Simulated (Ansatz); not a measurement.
# SiNH₂+ (quintet): wave-function methods side by side, def2-TZVPP

One table from this session's results is given with a row withheld; the runs are named, their logs left out.

Method: def2-TZVPP, core rule «outside noble gas», up to 6 orbitals frozen; program: Ansatz 0.2.0, Gaussian basis.

Plan: UHF; ROHF; CCSD(T) on UHF.

### The geometry

The geometry is a PBE0/def2-TZVP stationary point (not a proven minimum) of the parent state, kept for this charge and spin.

4 atoms, charge 1, spin multiplicity 5.

Atoms are counted from 1 here; the program's logs count them from 0.

Bond lengths: Si1–N2 1.849 Å, Si1–H3 1.470 Å, Si1–H4 1.470 Å. Angles: N2–Si1–H3 117.7°, N2–Si1–H4 117.7°, H3–Si1–H4 124.6°.

Set-up of the first run:

Input file in.yaml:

```yaml
crystal:
  periodic: [false, false, false]
  atoms:
    - {symbol: Si, position_ang: [0.000000, 0.000000, 0.555774]}
    - {symbol: N, position_ang: [0.000000, 0.000000, -1.292740]}
    - {symbol: H, position_ang: [0.000000, 1.301958, 1.239079]}
    - {symbol: H, position_ang: [0.000000, -1.301958, 1.239079]}
basis:
  gaussian: {orbitals: def2-TZVPP}
total_charge: 1
magnetization: {spin_polarized: true, initial_magnetization: 4}
hamiltonian: {xc: hf}
output: {orbitals: {seedname: orbitals}}
```

Run with:

```bash
$ ansatz run in.yaml --threads 1 --pin off --events-out ev --progress --plain --max-ram 4096MiB --backend cpu
```

Steps of the session up to this table: UHF; ROHF; CCSD(T) on UHF.

One of the session's tables, all rows but one given; the rest of the session is left out.

```
  method  from UCCSD(T) (kJ/mol)
    ROHF                  +617.9
     UHF                  +600.2
    UMP2                  +119.2
   UCCSD                       ?
UCCSD(T)                       0
```

**Question.** Estimate the row for UCCSD.

The run gave: from UCCSD(T) (kJ/mol): +17.7. In the column «from UCCSD(T) (kJ/mol)» it lies between UCCSD(T) (0) and UMP2 (+119.2).
